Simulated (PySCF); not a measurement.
Species: cyclohexene, C₆H₁₀.
Z-matrix (Å and degrees, GFN2-xTB geometry), rows numbered from 1:
```
C 
C   1  1.3222
C   2  1.4980  1  123.46
C   3  1.5265  2  111.39  1    16.21
C   4  1.5247  3  109.77  2   -47.12
C   1  1.4981  2  123.51  3    -0.31
H   1  1.0817  2  120.50  3  -179.45
H   2  1.0817  1  120.52  3  -179.13
H   3  1.0931  2  109.65  1   138.50
H   3  1.0957  2  108.73  1  -104.87
H   4  1.0922  3  109.47  2    72.58
H   4  1.0920  3  110.00  2  -168.86
H   5  1.0923  4  109.11  3   -56.02
H   5  1.0921  4  110.46  3  -174.65
H   6  1.0932  1  109.61  2   138.32
H   6  1.0959  1  108.74  2  -105.10
```

Method used: CAM-B3LYP/def2-SVPD in PySCF (dipole) on a GFN2-xTB geometry, gas phase.

Masses are those of the commonest isotopes; rigid-rotor values at the optimised geometry. The values belong to one conformer with, in the numbering `[CH:1]1=[CH:2][CH2:3][CH2:4][CH2:5][CH2:6]1`, C1–C2–C3–C4 16°, C2–C3–C4–C5 -47°, C3–C4–C5–C6 64°, C4–C5–C6–C1 -47°.

(1) Give the principal moments of inertia and the rotational constants in MHz.

(2) Classify the top.

(3) Is it planar, by Δ = Ic − Ia − Ib?

(4) Give the coordinates in the principal-axis frame, origin at the centre of mass.

(5) Where do the levels up to J = 4 lie, in MHz?

(6) Predict some low-J microwave lines.

(7) Estimate the classical rotational partition function at 10 K, 25 K and 100 K.

Answers

(1) Ia = 105.12, Ib = 109.50, Ic = 193.86 u·Å²; 505379 MHz·u·Å²/I gives A = 4807, B = 4615, C = 2607 MHz.

(2) An asymmetric top: κ = (2 × 4615 − 4807 − 2607)/(4807 − 2607) = 0.83.

(3) Not planar: Δ = Ic − Ia − Ib = -20.76 u·Å². For a rigid frame Δ = −2 Σ m c², so Σ m c² = 10.38 u·Å² lies off the ab plane: 7.27 from hydrogen and 3.11 from heavier atoms. The atom farthest from that plane is 1.42 Å away.

(4) The sense of each axis is arbitrary; atoms in the order of the calculation.
```csv
atom,mass (u),a (Å),b (Å),c (Å)
C1,12.000,-0.654,1.271,-0.053
C2,12.000,0.664,1.267,0.052
C3,12.000,1.483,0.014,0.123
C4,12.000,0.681,-1.201,-0.335
C5,12.000,-0.689,-1.197,0.334
C6,12.000,-1.483,0.025,-0.121
H7,1.008,-1.198,2.205,-0.109
H8,1.008,1.213,2.197,0.107
H9,1.008,2.381,0.128,-0.490
H10,1.008,1.817,-0.130,1.156
H11,1.008,0.549,-1.164,-1.419
H12,1.008,1.222,-2.118,-0.092
H13,1.008,-0.558,-1.162,1.418
H14,1.008,-1.236,-2.110,0.089
H15,1.008,-2.378,0.145,0.494
H16,1.008,-1.822,-0.116,-1.154
```

(5) Above 0(0,0):
J = 1: 1(0,1) 7222, 1(1,1) 7414, 1(1,0) 9423
J = 2: 2(0,2) 19838, 2(1,2) 19851, 2(1,1) 25876, 2(2,1) 26452, 2(2,0) 28282
J = 3: 3(0,3) 37589, 3(1,3) 37589, 3(1,2) 48054, 3(2,2) 48120, 3(2,1) 53866, 3(3,1) 55017, 3(3,0) 56603
J = 4: 4(0,4) 60547, 4(1,4) 60547, 4(1,3) 75252, 4(2,3) 75256, 4(2,2) 85629, 4(3,2) 85821, 4(3,1) 91202, 4(4,1) 93117, 4(4,0) 94422

(6) The dipole components are |μa| = 0.00 D, |μb| = 0.31 D, |μc| = 0.00 D; the symmetry axis of this C2 structure is b, so μa and μc vanish by symmetry and there are no a-type or c-type lines. Some lines, for components of 0.1 D or more:

| type | branch | J(Ka,Kc) | MHz | lower level (cm⁻¹) |
| --- | --- | --- | --- | --- |
| b | Q | 1(1,0) ← 1(0,1) | 2200 | 0.241 |
| b | Q | 2(1,1) ← 2(0,2) | 6039 | 0.662 |
| b | Q | 3(3,1) ← 3(2,2) | 6897 | 1.605 |
| b | R | 2(1,2) ← 1(0,1) | 12628 | 0.241 |
| b | R | 2(2,1) ← 1(1,0) | 17029 | 0.314 |
| b | R | 3(0,3) ← 2(1,2) | 17738 | 0.662 |
| b | R | 3(1,3) ← 2(0,2) | 17752 | 0.662 |
| b | R | 2(2,0) ← 1(1,1) | 20867 | 0.247 |
| b | R | 3(3,0) ← 2(2,1) | 30150 | 0.882 |
| b | R | 3(2,1) ← 2(1,2) | 34015 | 0.662 |

(7) Point group C2, symmetry number σ = 2; q = (√π/σ)·√((kT/h)³/(ABC)), k/h = 20836.6 MHz/K: 350 at 10 K, 1390 at 25 K, 11100 at 100 K.

Not checked by GFN2-xTB frequencies. Zero-point vibration and centrifugal distortion are left out.
